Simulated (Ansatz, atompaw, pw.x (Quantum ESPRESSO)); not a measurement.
# germanium: does the PAW (atompaw) potential hold in the solid?

| Property | Result |
| --- | --- |
| Element | Ge |
| Generator | atompaw 4.2.0.5 |
| Type | PAW |
| Functional | LDA (PW92) |
| Relativity | scalar-relativistic |
| Frozen core | [Ar] 3d10 |
| Valence charge | 4 |
| Reference configuration | 4s2 4p2 |
| Partial waves | 4s (bound): rc 2.15 bohr; 4s channel at -0.45 Ry: rc 2.15 bohr; 4p (bound): rc 2.15 bohr; 4p channel at 2.65 Ry: rc 2.15 bohr |
| Local potential | bessel scheme, radius 2.00 bohr |
| Core correction | smooth core density matched at 1.80 bohr |
| Augmentation charge | sinc compensation charge, radius 2.05 bohr; PAW radius 2.15 bohr; waves and projectors: custom rrkj vanderbiltortho |

Atomic tests: cutoffs needed: 8 Ry and 15 Ry (the cutoffs (Ry, on a coarse ladder) from which the occupation-weighted sum of valence levels, in a spherical-Bessel basis at the reference potential, stays within 10 and 1 mRy of its value at 400 Ry); ghost test: no extra level below or beside the all-electron valence levels (s, p, d, f tested) (spherical-Bessel basis up to 400 Ry, 20 bohr box); lowest eigenvalue of the overlap operator: 0.41 (s channel).

Crystal test: diamond Ge in pw.x 7.5, no spin, 8³ k-points, Fermi–Dirac smearing 0.01 Ry, cutoffs 40/400 Ry. The reference is all-electron LAPW (Ansatz 0.2.0) with the same functional, mesh and smearing; V0 and B0 come from Birch–Murnaghan fits to the pressures at five volumes. Errors are pseudo minus all-electron; Δ is the rms difference of the E(V) curves that follow from these fits, minima aligned, over ±6 % about the mean V0. Mesh and smearing are coarse, so the numbers serve the comparison and aren't converged zero-temperature values; the lattice is a test structure that the element need not adopt.

```csv
V (Å³/atom),P all-electron (GPa),P pseudo (GPa)
21.111,4.14,-1.73
21.666,1.94,-3.54
22.222,0.06,-5.07
22.778,-1.56,-6.36
23.333,-2.98,-7.44
```

All-electron: a0 = 5.625 Å (V0 = 22.24 Å³/atom), B0 = 69.8 GPa.

Pseudopotential: mean pressure error (GPa): -5.15. The pressure does not cross zero within the volumes sampled, so no fit is given. This is a poor potential for the solid.

Problem. At the middle volume, how do free energy and pressure move when the wave cutoff is lowered (ecutrho held at 400 Ry)?

Solution.

| cutoff (Ry) | shift of F (meV/atom) | shift of P (GPa) |
| --- | --- | --- |
| 18 | +1.9 | -0.03 |
| 24 | +1.1 | +0.00 |
| 32 | +0.2 | -0.01 |

The run at the middle volume (29 k-points, 9 iterations) took about 7.7 s on one core of a shared host (Intel(R) Xeon(R) Platinum 8488C, 96 threads, 744 GiB, load 48).
